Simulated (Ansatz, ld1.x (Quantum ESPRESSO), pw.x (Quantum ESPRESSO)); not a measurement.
Equation-of-state test of one TM potential (palladium)

Pd (Z = 46), norm-conserving Troullier–Martins (Kleinman–Bylander form), made with ld1.x (Quantum ESPRESSO) 7.5 (PBE, scalar-relativistic). Core [Kr], reference 4d10 5s0 5p0. Waves: 5s (bound, empty): rc 1.85 bohr; 4d (bound): rc 1.20 bohr; 5p (bound, empty): rc 4.00 bohr. Local part: the p channel. Core correction: none.

Atomic tests: cutoffs needed: 70 Ry and 90 Ry (the cutoffs (Ry, on a coarse ladder) from which the occupation-weighted sum of valence levels, in a spherical-Bessel basis at the reference potential, stays within 10 and 1 mRy of its value at 400 Ry); ghost test: no extra level below or beside the all-electron valence levels (s, d, p, f tested) (spherical-Bessel basis up to 400 Ry, 20 bohr box); configuration tests: 2 of 7 tests not solved or not reliable.

Crystal test: fcc Pd in pw.x 7.5, no spin, 14³ k-points, Fermi–Dirac smearing 0.01 Ry, cutoffs 110/440 Ry. The reference is all-electron LAPW (Ansatz 0.2.0) with the same functional, mesh and smearing; V0 and B0 come from Birch–Murnaghan fits to the pressures at five volumes. Errors are pseudo minus all-electron; Δ is the rms difference of the E(V) curves that follow from these fits, minima aligned, over ±6 % about the mean V0. Mesh and smearing are coarse, so the numbers serve the comparison and aren't converged zero-temperature values; the lattice is a test structure that the element need not adopt.

All-electron: a0 = 3.948 Å (V0 = 15.38 Å³/atom), B0 = 165.5 GPa.

**Question.** How far does the potential miss the all-electron equation of state?

**Answer.** mean pressure error (GPa): -3.18; a0 (Å): 3.923; a0 error (%): -0.63; B0 error (%): +7.9; Δ (meV/atom): 10.8. The largest radius (4.00 bohr) exceeds half the bond length (2.64 bohr), so the spheres overlap, which is one possible source of error among others. This is a poor potential for the solid. Atomic configuration tests: 2 of 7 tests not solved or not reliable. The logarithmic derivative shows an extra or strongly shifted pseudo pole above the reference energy (s near 0.47 Ry).

| V (Å³/atom) | P all-electron (GPa) | P pseudo (GPa) |
| --- | --- | --- |
| 14.653 | 9.14 | 5.69 |
| 15.038 | 3.94 | 0.59 |
| 15.424 | -0.49 | -3.69 |
| 15.810 | -4.24 | -7.28 |
| 16.195 | -7.42 | -10.29 |

**Question.** At the middle volume, how do free energy and pressure move when the wave cutoff is lowered (ecutrho kept at four times it)?

**Answer.**

```
cutoff (Ry)  shift of F (meV/atom)  shift of P (GPa)
         50                +2169.3            -98.67
         66                 +240.7            -15.84
         88                   +7.3             -0.70
```

The run at the middle volume (104 k-points, 6 iterations) took about 24 s on one core of a shared host (Intel(R) Xeon(R) Platinum 8259CL CPU @ 2.50GHz, 96 threads, 755 GiB, load 48).
